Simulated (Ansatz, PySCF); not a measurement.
C2H6O, SMILES COC. Atoms are numbered in the order given.

```xyz
9

C      1.1601     0.0000     0.1885
O      0.0000     0.0000    -0.5933
C     -1.1601     0.0000     0.1885
H      1.2140    -0.8907     0.8312
H      1.2140     0.8907     0.8312
H      2.0155     0.0000    -0.4874
H     -1.2140    -0.8907     0.8312
H     -2.0155     0.0000    -0.4874
H     -1.2140     0.8907     0.8312
```

Geometry optimised at PBE0-D3(BJ)/def2-TZVP.

Two levels are set side by side: PBE-D3(BJ)/def2-TZVP (Ansatz, a first-principles code) and PBE0-D3(BJ)/def2-TZVP (Ansatz). Each level has its own optimised geometry; the coordinates shown are those of the second. Frequencies come from the Hessian of PySCF at each geometry. Differences are taken from unrounded values.

| quantity | PBE0-D3(BJ) | PBE-D3(BJ) | PBE-D3(BJ) minus PBE0-D3(BJ) |
|---|---|---|---|
| mean bond length (Å) | 1.172 | 1.182 | 0.010 |
| bond C1–O2 (Å) | 1.399 | 1.415 | 0.016 |
| bond O2–C3 (Å) | 1.399 | 1.415 | 0.016 |
| bond C1–H4 (Å) | 1.100 | 1.108 | 0.008 |
| bond C1–H5 (Å) | 1.100 | 1.108 | 0.008 |
| bond C1–H6 (Å) | 1.090 | 1.098 | 0.007 |
| bond C3–H7 (Å) | 1.100 | 1.108 | 0.008 |
| bond C3–H8 (Å) | 1.090 | 1.098 | 0.007 |
| bond C3–H9 (Å) | 1.100 | 1.108 | 0.008 |
| highest harmonic wavenumber (cm⁻¹) | 3136 | 3051 | -85 |
| mean harmonic wavenumber (cm⁻¹) | 1669 | 1613 | -56 |
| zero-point energy (kcal/mol) | 50.09 | 48.42 | -1.68 |

Exact exchange shortens and stiffens bonds; PBE has none. Differences between two approximate levels are no errors against the true value.
